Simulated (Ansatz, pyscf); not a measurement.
H₃C–CH₂–Cl → H₂C=CH₂ + HCl, an elimination on the singlet surface: C–Cl, C–H broken, Cl–H formed. Structures and frequencies: ωB97X-D3(BJ)/def2-SVP in PySCF. Wave-function energies: Ansatz (an electronic-structure program), frozen core, RHF or UHF references. In kcal/mol, from the reactant's lowest minimum found.

```csv
level,barrier,reaction energy
PBE/def2-TZVP,54.16,+23.39
r²SCAN/def2-TZVP,56.83,+24.37
CCSD(T)/cc-pV(D+d)Z,67.00,+20.04
CCSDT(Q)/cc-pV(D+d)Z,?,?
CCSD(T)/cc-pV(T+d)Z,64.45,+20.64
CCSD(T)/cc-pV(Q+d)Z,?,+21.15
```

Question: Complete the blanks.

Answer: 
- CCSDT(Q)/cc-pV(D+d)Z, barrier: 66.37
- CCSDT(Q)/cc-pV(D+d)Z, reaction energy: +19.91
- CCSD(T)/cc-pV(Q+d)Z, barrier: 63.24

In cc-pV(D+d)Z, going from CCSD(T) to CCSDT(Q) shifts the barrier by -0.63 and the reaction energy by -0.14 kcal/mol. With HF in the quadruple-zeta basis and the correlation energy extrapolated as X⁻³ from X = 3, 4, CCSD(T) gives 62.62 and +21.71; adding the double-zeta shift gives ΔE‡ = 61.98 and ΔE = +21.58 kcal/mol, without core correlation, relativity or geometry relaxation at these levels. This is the saddle that the search found; another between the same sides may lie lower.
